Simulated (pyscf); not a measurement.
Addition across a multiple bond or ene-type step: H₂Al–Cl + H₂C=CH₂ → H₂Al–CH₂–CH₂–Cl

Gas phase, singlet surface, charge 0. Bonds broken: Cl1–Al2. Bonds formed: Cl1–C5, Al2–C6. Optimised with ωB97X-D3(BJ)/def2-SVP in PySCF. MP2 and CC: frozen core, UHF for open shells. ΔMP2 is the change of the MP2 total energy from the triple- to the quadruple-zeta basis.

Transition state (Å):

```xyz
10

Cl     0.2232    -1.5028     0.4630
Al    -1.8589    -0.3791     0.4916
H     -2.8813    -1.2534    -0.3511
H     -2.1399     0.0622     1.9902
C      0.4532     0.3058    -0.6296
C     -0.8189     0.9976    -0.6120
H      1.2768     0.6838    -0.0168
H      0.7854    -0.1804    -1.5516
H     -0.7971     1.9474    -0.0611
H     -1.2884     1.0828    -1.6011
```

One imaginary mode, 322i cm⁻¹; descent along it reached the two sides named, in the forms told below.

| bond | change | reactant side (Å) | saddle | product side |
|---|---|---|---|---|
| Cl1–Al2 | breaks | 2.138 | 2.366 | 2.519 |
| Cl1–C5 | forms | 3.4 | 2.125 | 1.879 |
| Al2–C6 | forms | 2.535 | 2.048 | 2.003 |

Electronic energies relative to the separated reactants (kcal/mol):

```csv
level,barrier,reaction energy,reverse barrier
ωB97X-D3(BJ)/def2-TZVP,13.0,+11.1,1.9
PBE/def2-TZVP,11.7,+12.8,-1.2
r²SCAN/def2-TZVP,11.5,+13.2,-1.7
B3LYP-D3(BJ)/def2-TZVP,15.8,+16.6,-0.8
PBE0-D3(BJ)/def2-TZVP,10.8,+10.1,0.7
M06-2X/def2-TZVP,15.4,+14.4,1.0
ωB97M-D3(BJ)/def2-TZVP,16.5,+15.1,1.3
HF/def2-TZVP,29.6,+27.6,2.0
MP2/def2-QZVPP,17.2,+14.7,2.5
CCSD/def2-TZVPP,20.6,+17.9,2.7
CCSD(T)/def2-TZVPP,18.3,+16.4,1.9
CCSD(T)/def2-TZVPP + ΔMP2(QZVPP),18.2,+16.4,1.8
```

With CCSD(T)/def2-TZVPP + ΔMP2(QZVPP) energies and thermal terms (ideal gas, 1 atm, RRHO with modes under 100 cm⁻¹ raised to 100, one conformer, R ln 2 for chiral ones without a mode under 150 cm⁻¹), in kcal/mol:

```json
[
 {"T (K)": "298", "ΔH‡": "19.0", "ΔG‡": "30.3", "ΔH": "+18.1", "ΔG": "+28.9"},
 {"T (K)": "600", "ΔH‡": "19.3", "ΔG‡": "41.7", "ΔH": "+18.8", "ΔG": "+39.6"},
 {"T (K)": "900", "ΔH‡": "19.8", "ΔG‡": "52.9", "ΔH": "+19.8", "ΔG": "+49.9"},
 {"T (K)": "1200", "ΔH‡": "20.4", "ΔG‡": "63.8", "ΔH": "+21.0", "ΔG": "+59.7"}
]
```

On the reactant side the descent ends in a bound adduct (not fully relaxed), 14.7 kcal/mol under the separated species and 27.7 kcal/mol under the saddle at ωB97X-D3(BJ)/def2-TZVP. At PBE, r²SCAN, B3LYP-D3(BJ) this geometry lies under the product side: in single points on another level's saddle the reverse barrier vanishes, and the forward threshold there is about the reaction energy. What is counted as broken (Al–Cl) persists as a longer contact in the product adduct; parting that adduct is a step of its own. The same reactants have a lower exit, to H₃C–CH₂–AlH–Cl (barrier +2.4 kcal/mol at ωB97M-D3(BJ)/def2-TZVP, against +16.5 kcal/mol here). H₂Al–CH₂–CH₂–Cl is closed by a dative Al–Cl contact. H₂Al–CH₂–CH₂–Cl lies 48.6 kcal/mol over its isomer H₃C–CH₂–AlH–Cl (electronic energy, ωB97M-D3(BJ)/def2-TZVP). One saddle was located; it need not be the lowest between these sides. The CCSD(T) − MP2 part came from Ansatz, without density fitting, on the same reference.
